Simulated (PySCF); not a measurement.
Potential energy surface of H2P, doublet: symmetric bend, bond length relaxed. Scanned: H-P-H angle. Other coordinates (P-H bond length) were minimised at B3LYP/def2-TZVP.

- PBE = unrestricted PBE/cc-pVTZ (PySCF)
- B3LYP = unrestricted B3LYP/cc-pVTZ (PySCF)
- CCSD(T) on UHF/cc-pVTZ, 5 core orbitals frozen (PySCF)

Energies relative to the lowest point of each profile, in kcal/mol; the last columns give the difference from CCSD(T):

| a / ° | PBE | B3LYP | CCSD(T) | PBE − CCSD(T) | B3LYP − CCSD(T) |
|---|---|---|---|---|---|
| 180 | 67.7 | 71.8 | 72.7 | -5.0 | -0.9 |
| 170 | 64.5 | 68.1 | 68.8 | -4.3 | -0.6 |
| 160 | 55.7 | 58.4 | 58.5 | -2.7 | 0.0 |
| 150 | 44.0 | 45.7 | 45.6 | -1.7 | 0.1 |
| 140 | 31.9 | 32.9 | 32.9 | -1.0 | 0.0 |
| 130 | 21.0 | 21.4 | 21.4 | -0.4 | 0.0 |
| 120 | 12.0 | 12.0 | 12.0 | 0.0 | 0.0 |
| 110 | 5.3 | 5.1 | 5.1 | 0.2 | 0.0 |
| 100 | 1.2 | 1.0 | 1.0 | 0.2 | 0.0 |
| 90 | 0.0 | 0.0 | 0.0 | 0.0 | 0.0 |
| 80 | 1.8 | 2.2 | 2.2 | -0.4 | 0.0 |
| 70 | 6.7 | 7.8 | 7.8 | -1.1 | 0.0 |
| 60 | 14.6 | 16.6 | 16.6 | -1.9 | 0.0 |

PBE is furthest from CCSD(T) at 180 (-5.0 kcal/mol, below); its mean absolute difference over the points is 1.5 kcal/mol.

B3LYP is furthest from CCSD(T) at 180 (-0.9 kcal/mol, below); its mean absolute difference over the points is 0.1 kcal/mol.

The unrestricted determinant behind CCSD(T) is spin-contaminated on part of the scan (<S²> up to 1.2, against 0.75 for the pure state).
